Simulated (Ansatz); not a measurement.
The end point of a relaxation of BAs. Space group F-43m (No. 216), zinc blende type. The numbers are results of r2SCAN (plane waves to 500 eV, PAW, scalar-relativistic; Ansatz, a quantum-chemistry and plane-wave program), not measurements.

Space group F-43m (No. 216); a = 4.7839 Å, b = 4.7839 Å, c = 4.7839 Å, α = 90.00°, β = 90.00°, γ = 90.00°

| atom | site | symmetry | x | y | z |
|---|---|---|---|---|---|
| As | 4c | -43m | 0.2500 | 0.2500 | 0.2500 |
| B | 4a | -43m | 0.0000 | 0.0000 | 0.0000 |
(The calculation used a cell of 2 atoms; values per cell refer to that cell.)

| Item | Result |
|---|---|
| Volume per atom | 13.69 Å³ |
| Density | 5.20 g/cm³ |
| Band gap | 1.38 eV, indirect (valence top at Γ, conduction bottom at 76 % of the way from Γ to X) (no spin-orbit coupling) |
| Smallest direct gap | 3.44 eV at Γ |
| Shortest distances | As–B 2.07 Å; As–As 3.38 Å; B–B 3.38 Å |
| k-mesh | 12×12×12 |

No spin polarisation in the result.

Measured for BAs: a 4.777 Å (room temperature; as listed in M J Lucero, T M Henderson, G E Scuseria, Journal of Physics Condensed Matter (2012)); gap 1.82 eV (room temperature; as listed in Joon Sang Kang et al., Applied Physics Letters (2019)). Computed minus measured — a: r2SCAN +0.1 %; gap: r2SCAN -0.44 eV. The computed values are for a static lattice, and a measured gap can be an optical one, lowered by exciton binding.

The run could not lose the symmetry of its start; a randomly shaken copy of 2 atoms returns to this structure.

All atoms sit on sites fixed by symmetry, so only the cell could relax.
